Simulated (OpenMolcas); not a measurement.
# C2H4Si (ethynylsilane) at HF/def2-TZVPP (RICD fitting), part 2 of 2

OpenMolcas 26.06. The steps go on from the part before.

## (3) The triplet

Contents of struct.xyz:

```xyz
7

C     -0.580700    -1.871400     0.172200
C     -0.218500    -0.726500     0.062400
Si     0.329800     1.004300    -0.103800
H     -0.901000    -2.883500     0.269300
H     -0.094500     1.528300    -1.425000
H     -0.281700     1.818100     0.974900
H      1.807900     1.062900     0.004400
```

Contents of job.inp:

```
>>> EXPORT MOLCAS_PRINT=2

&gateway
 baslib=$CurrDir
 coord=struct.xyz
 basis=def2-TZVPP
 group=NoSym
 ricd

&seward

&scf
 uhf
 spin=3
 prorbitals=1 1
```

The basis set def2-TZVPP is read from a file made from the Basis Set Exchange's data (not shown).

The run is started by

```bash
export MOLCAS_MEM=1860
pymolcas job.inp > job.log
```

The log of the run:

```text
--- Start Module: gateway ---

                                              &GATEWAY

                       available to each process: 1.9 GB of memory, 1 thread

 Basis Set     1 Label: C.DEF2-TZVPP
 Basis set is read from library:.
 basistype.tbl is not found

 Basis Set     2 Label: SI.DEF2-TZVPP
 Basis set is read from library:.
 basistype.tbl is not found

 Basis Set     3 Label: H.DEF2-TZVPP
 Basis set is read from library:.
 basistype.tbl is not found

++    Symmetry information:
      ---------------------

                    Character Table for C1

                             E
                    a        1  x, y, xy, Rz, z, xz, Ry, yz, Rx, I
--

++    Basis set information:
      ----------------------

      Basis set label: C.DEF2-TZVPP.........

      Electronic valence basis set:
      ------------------
      Associated Effective Charge   6.000000 au
      Associated Actual Charge      6.000000 au
      Nuclear Model: Point charge

      Shell  nPrim  nBasis  Cartesian Spherical Contaminant
         s      11       5        X
         p       6       3        X
         d       2       2                 X
         f       1       1                 X

      Basis set label: SI.DEF2-TZVPP.........

      Electronic valence basis set:
      ------------------
      Associated Effective Charge  14.000000 au
      Associated Actual Charge     14.000000 au
      Nuclear Model: Point charge

      Shell  nPrim  nBasis  Cartesian Spherical Contaminant
         s      14       5        X
         p       9       5        X
         d       3       3                 X
         f       1       1                 X

      Basis set label: H.DEF2-TZVPP.........

      Electronic valence basis set:
      ------------------
      Associated Effective Charge   1.000000 au
      Associated Actual Charge      1.000000 au
      Nuclear Model: Point charge

      Shell  nPrim  nBasis  Cartesian Spherical Contaminant
         s       5       3        X
         p       2       2        X
         d       1       1                 X
--

++    Molecular structure info:
      -------------------------

                    ************************************************
                    **** Cartesian Coordinates / bohr, angstrom ****
                    ************************************************

     Center  Label                x              y              z                     x              y              z
        1      C1              -1.097364      -3.536433       0.325411             -0.580700      -1.871400       0.172200
        2      C2              -0.412905      -1.372886       0.117919             -0.218500      -0.726500       0.062400
        3      SI3              0.623232       1.897852      -0.196154              0.329800       1.004300      -0.103800
        4      H4              -1.702643      -5.449025       0.508903             -0.901000      -2.883500       0.269300
        5      H5              -0.178579       2.888068      -2.692860             -0.094500       1.528300      -1.425000
        6      H6              -0.532336       3.435711       1.842294             -0.281700       1.818100       0.974900
        7      H7               3.416436       2.008590       0.008315              1.807900       1.062900       0.004400

                    ***************************************
                    *    InterNuclear Distances / bohr    *
                    ***************************************

               1 C1            2 C2            3 SI3           4 H4            5 H5            6 H6
    1 C1       0.000000
    2 C2       2.278700        0.000000
    3 SI3      5.723979        3.445279        0.000000
    4 H4       2.014458        4.293158        7.738437        0.000000
    5 H5       7.157398        5.109904        2.803029        9.059867        0.000000
    6 H6       7.157583        5.109828        2.802787        9.060137        4.581776        0.000000
    7 H7       7.156970        5.109819        2.802866        9.059337        4.581917        4.581807

               7 H7
    7 H7       0.000000

                    *******************************************
                    *    InterNuclear Distances / angstrom    *
                    *******************************************

               1 C1            2 C2            3 SI3           4 H4            5 H5            6 H6
    1 C1       0.000000
    2 C2       1.205836        0.000000
    3 SI3      3.028999        1.823163        0.000000
    4 H4       1.066005        2.271841        4.095004        0.000000
    5 H5       3.787532        2.704045        1.483299        4.794275        0.000000
    6 H6       3.787630        2.704004        1.483171        4.794418        2.424572        0.000000
    7 H7       3.787306        2.704000        1.483213        4.793995        2.424646        2.424588

               7 H7
    7 H7       0.000000

                    **************************************
                    *    Valence Bond Angles / degree    *
                    **************************************
                          Atom centers                 Phi
                      2 C2       1 C1       4 H4       179.99
                      5 H5       3 SI3      6 H6       109.64
                      5 H5       3 SI3      7 H7       109.64
                      6 H6       3 SI3      7 H7       109.64
--

            Nuclear Potential Energy             83.04789072 au

--- Stop Module: gateway /rc=_RC_ALL_IS_WELL_ ---
--- Module gateway spent 1 second ---

--- Start Module: seward ---

                                              &SEWARD

[... 49 lines left out ...]
      Nuclear repulsion energy =   83.04789072
[... 44 lines left out ...]
++ Convergence information
                               UHF SCF        iterations: Energy and convergence statistics
[... 27 lines left out ...]
       Convergence after  24 Iterations
[... 3 lines left out ...]
 *                                             SCF/KS-DFT Program, Final results                                             *
 *                                                       Final Results                                                       *
[... 81 lines left out ...]
                            H7
                     alpha        beta
      1s           0.5600      0.5260
      2px          0.0066      0.0067
      2pz          0.0009      0.0011
[... 13 lines of this table left out ...]
      Total        0.5689      0.5351
      Total              1.1040

      Charge           -0.1040

      Total electronic charge=   30.000000

      Total            charge=   -0.000000
--

++    Molecular orbitals:
      -------------------

      Title: Natural orbitals

      Molecular orbitals for symmetry species 1: a

          Orbital            1         2         3         4         5         6         7         8         9        10
          Energy          -68.7804   -6.0760   -4.2397   -4.2352   -4.2776  -11.2380  -11.2339   -0.6319   -0.5538   -0.6709
          Occ. No.          2.0000    2.0000    2.0000    2.0000    2.0000    2.0000    2.0000    2.0000    1.9999    1.9995

          Orbital           11        12        13        14        15        16        17        18        19        20
          Energy           -0.5972   -0.4338   -0.8774   -0.7628   -0.2630    0.0230    0.5795    0.8121    0.4126    0.7423
          Occ. No.          1.9995    1.9989    1.9968    1.9950    1.0000    1.0000    0.0050    0.0032    0.0011    0.0005

          Orbital           21        22        23        24        25        26        27        28        29        30
          Energy            1.0496    0.5416    0.7012    2.9724    3.0532    2.8543    1.7001    3.1888    4.0032    0.4649
          Occ. No.          0.0005    0.0001    0.0000    0.0000    0.0000    0.0000    0.0000    0.0000    0.0000    0.0000

          Orbital           31        32        33        34        35        36        37        38        39        40
          Energy            1.0896    0.3591    5.5032    0.3727    0.4912    0.3128    0.5776    0.4484    0.4319    0.4222
          Occ. No.          0.0000    0.0000    0.0000    0.0000    0.0000    0.0000    0.0000    0.0000    0.0000    0.0000

          Orbital           41        42        43        44        45        46        47        48        49        50
          Energy            0.7059    0.9731    1.5806    1.6014    0.7365    2.3501    4.4507    1.5573    2.3120    1.9808
          Occ. No.          0.0000    0.0000    0.0000    0.0000    0.0000    0.0000    0.0000    0.0000    0.0000    0.0000

          Orbital           51        52        53        54        55        56        57        58        59        60
          Energy            2.7132    2.9577    1.1949    1.3752    1.2645    2.1458    2.9559    1.3212    1.6704    1.0665
          Occ. No.          0.0000    0.0000    0.0000    0.0000    0.0000    0.0000    0.0000    0.0000    0.0000    0.0000

          Orbital           61        62        63        64        65        66        67        68        69        70
          Energy            1.3743    5.8701    2.7196    1.2272    3.5449    0.6893    1.4205    2.8756    0.9377    1.1104
          Occ. No.          0.0000    0.0000    0.0000    0.0000    0.0000    0.0000    0.0000    0.0000    0.0000    0.0000

          Orbital           71        72        73        74        75        76        77        78        79        80
          Energy            1.2291    1.4585    4.0211    3.6278    1.0577    2.5766    6.1414    3.4791    1.5177    3.0375
          Occ. No.          0.0000    0.0000    0.0000    0.0000    0.0000    0.0000    0.0000    0.0000    0.0000    0.0000

          Orbital           81        82        83        84        85        86        87        88        89        90
          Energy            5.0068    4.4063    1.8044    6.1687    2.6639    4.5583    1.3532    1.6764    0.8995    3.0293
          Occ. No.          0.0000    0.0000    0.0000    0.0000    0.0000    0.0000    0.0000    0.0000    0.0000    0.0000

          Orbital           91        92        93        94        95        96        97        98        99       100
          Energy            2.1114    1.4665    3.3481    1.7551    3.8918    3.4166    5.1425    0.8912    4.0575    4.2300
          Occ. No.          0.0000    0.0000    0.0000    0.0000    0.0000    0.0000    0.0000    0.0000    0.0000    0.0000

          Orbital          101       102       103       104       105       106       107       108       109       110
          Energy            4.6029    4.8134    1.7009    1.6250    3.7369    3.1039    1.5782    3.7062    3.3430    1.8406
          Occ. No.          0.0000    0.0000    0.0000    0.0000    0.0000    0.0000    0.0000    0.0000    0.0000    0.0000

          Orbital          111       112       113       114       115       116       117       118       119       120
          Energy            3.9666    1.3471    3.1992    2.1231   22.2739    4.4290    4.4500    4.9558    4.3609    3.8095
          Occ. No.          0.0000    0.0000    0.0000    0.0000    0.0000    0.0000    0.0000    0.0000    0.0000    0.0000

          Orbital          121       122       123       124       125       126       127       128       129       130
          Energy            5.7565    4.1933    3.6489    5.1365    2.7793    4.2383    4.2689    4.7288    3.4693    3.9884
          Occ. No.          0.0000    0.0000    0.0000    0.0000    0.0000    0.0000    0.0000    0.0000    0.0000    0.0000

          Orbital          131       132       133       134       135       136       137       138       139       140
          Energy            4.2462    4.2765    3.5359    5.5414   22.8920    5.5783    4.2096    3.5290    3.4472    4.8457
          Occ. No.          0.0000    0.0000    0.0000    0.0000    0.0000    0.0000    0.0000    0.0000    0.0000    0.0000

--

++    Molecular properties:
      ---------------------

      Charge (e):
                      =   -0.0000
      Dipole Moment (debye):
      Origin of the operator (angstrom)=    0.0031   -0.0275   -0.0048
                   X= -3.0890E-01               Y= -9.4182E-01               Z=  1.1623E-01           Total=  9.9797E-01
      Quadrupole Moment (debye*angstrom):
      Origin of the operator (angstrom)=    0.0031   -0.0275   -0.0048
                  XX= -2.8006E+01              XY=  1.4998E+00              XZ= -1.0150E-01              YY= -2.3500E+01
                  YZ= -3.0786E-01              ZZ= -2.8444E+01
      In traceless form (debye*angstrom)
                  XX= -2.0338E+00              XY=  2.2496E+00              XZ= -1.5226E-01              YY=  4.7244E+00
                  YZ= -4.6179E-01              ZZ= -2.6905E+00
--

--- Stop Module: scf /rc=_RC_ALL_IS_WELL_ ---
--- Module scf spent 42 seconds ---

.##################.
.# Happy landing! #.
.##################.

    Timing: Wall=49.44 User=46.98 System=1.08
```

Run time: 50 s. Hardware: 1 thread of Arm Neoverse N1, shared host; peak memory 0.19 GiB.

## (4) Summary of results

The summary covers parts 1 to 2.

At HF/def2-TZVPP (RICD fitting):

| quantity | value |
| --- | --- |
| singlet: total energy | -366.97718 Eh |
| singlet: dipole moment | 0.49 D |
| singlet: HOMO energy | -11.02 eV |
| singlet: LUMO energy | 3.43 eV |
| singlet: HOMO–LUMO gap | 14.45 eV |
| triplet: total energy | -366.81579 Eh |
| triplet: dipole moment | 1.00 D |
| triplet: HOMO energy (highest over α and β) | -6.21 eV |
| triplet: LUMO energy (lowest over α and β) | 0.17 eV |
| triplet: ⟨S²⟩ | 2.021 |
| vertical energy of the triplet above the singlet | 4.392 eV |

At this shape the triplet lies 4.39 eV (101 kcal/mol) above the singlet. Mulliken charges (triplet) run from -0.25 on C1 to +0.55 on Si3; they depend strongly on the basis.
